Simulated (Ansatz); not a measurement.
# NaH₂− (singlet): from Hartree-Fock to the top rungs at distance Na1–H2 = 2.269 Å, aug-cc-pVTZ

One table from this session's results is given with a row withheld; the runs are named, their logs left out.

Computed with Ansatz 0.2.0, Gaussian basis. Level: aug-cc-pVTZ, core rule «outside noble gas», up to 5 orbitals frozen.

Plan: UHF; CCSD(T) on RHF; BCCD(T) on RHF; CCSDT(Q) on RHF; Full CI.

27 further runs of the same task are left out: 11 for a known fault of the program, 1 for a mislabelled method, 7 that didn't finish, 8 set aside as unsound or not needed.

## The geometry

The geometry derives from a PBE0/def2-TZVPD stationary point (not a proven minimum). One bond is set to the value named and the two fragments are kept rigid.

3 atoms, charge -1, spin multiplicity 1.

Atoms are counted from 1 here; the program's logs count them from 0.

Bond lengths: Na1–H2 2.269 Å, Na1–H3 2.066 Å. Angles: H2–Na1–H3 180.0°.

Set-up of the first run:

Input file in.yaml:

```yaml
crystal:
  periodic: [false, false, false]
  atoms:
    - {symbol: Na, position_ang: [0.000000, 0.000000, 0.067747]}
    - {symbol: H, position_ang: [0.000000, 0.000000, -2.201253]}
    - {symbol: H, position_ang: [0.000000, 0.000000, 2.133507]}
basis:
  gaussian: {orbitals: aug-cc-pVTZ}
total_charge: -1
magnetization: {spin_polarized: true, initial_magnetization: 0}
hamiltonian: {xc: hf}
output: {orbitals: {seedname: orbitals}}
```

Started as:

```console
$ ansatz run in.yaml --threads 1 --pin off --events-out ev --progress --plain --max-ram 2393MiB
```

Steps of the session up to this table: UHF; CCSD(T) on RHF; BCCD(T) on RHF; CCSDT(Q) on RHF; Full CI.

One of the session's tables, all rows but one given; the rest of the session is left out.

```
   method  from FCI (meV)
      RHF         +2013.1
     RMP2          +477.3
    RCCSD            +8.9
 RCCSD(T)            +3.0
  BCCD(T)            +2.9
   RCCSDT               ?
RCCSDT(Q)            +0.1
      FCI               0
```

Q: Estimate the row for RCCSDT from the others.

**Answer.** from FCI (meV): +0.4. In the column «from FCI (meV)» it lies between RCCSDT(Q) (+0.1) and BCCD(T) (+2.9).
